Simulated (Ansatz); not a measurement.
The same path of BH4N + FH (8 atoms, charge 0, multiplicity 1) was run twice with different band settings. Lost on the way: B1–H2, F7–H8. Made: B1–F7, H2–H8.

The calculation used RKS B3LYP-D4/6-31G* (Ansatz 0.2.0).

Relaxed end points:

```xyz
8
Properties=species:S:1:pos:R:3
B 0.061 -0.135 -0.172
H 0.043 -0.453 0.991
N 1.275 -0.188 -0.841
H 2.150 -0.430 -0.397
H 1.376 0.059 -1.816
H -0.938 0.168 -0.747
F 0.060 2.152 1.460
H 0.001 1.229 1.622
```

```xyz
8
Properties=species:S:1:pos:R:3
B 0.115 0.386 -0.789
H -0.179 0.511 3.338
N 1.374 -0.035 -1.219
H 1.501 -0.669 -1.994
H 2.235 0.269 -0.782
H -0.886 0.009 -1.323
F 0.019 1.235 0.252
H -0.151 0.696 2.618
```

Common settings: movable images 7; climbing image yes; spring 5.0 eV/Å²; optimiser quadratic models (default); start path through a guess of the saddle point; force threshold 0.03 eV/Å; end points relaxed.

| run | iteration limit |
| --- | --- |
| 1 | 60 |
| 2 | 6 |

(1) What does each run give, and how far can it be trusted?

## Answers

(1) Run 1: converged after 26 iterations, highest image 1.209 eV above the first end. The profile has 2 maxima (images 2, 5) with wells between them (image 4): this band takes more than one step, which may be the mechanism or a detour left from its start path. Neighbouring images differ by up to 1.8 eV, so the band resolves the path poorly. A vibrational analysis at the climbing image gives one clearly imaginary mode, 610i cm⁻¹: a first-order saddle point.
Run 2: not converged after 6 iterations, highest image 1.521 eV above the first end. The band didn't meet its force threshold, so its energies are provisional: the largest band force was still 0.67 eV/Å, and over the last iterations the top moved between 1.52 and 1.56 eV.
The orbitals stay closed-shell, which can raise the energy where a bond breaks towards radicals; this wasn't checked here.
